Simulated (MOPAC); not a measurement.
MOPAC input (AM1):

```
AM1 PRECISE GNORM=0.05 LET XYZ GEO-OK AUX(PRECISION=9) THREADS=1
HLi

Li   -0.00000000 1   -0.00000000 1   -0.39768250 1
H     0.00000000 1    0.00000000 1    1.19304749 1
```

What heat of formation does the run end on?

37.18 kcal/mol.
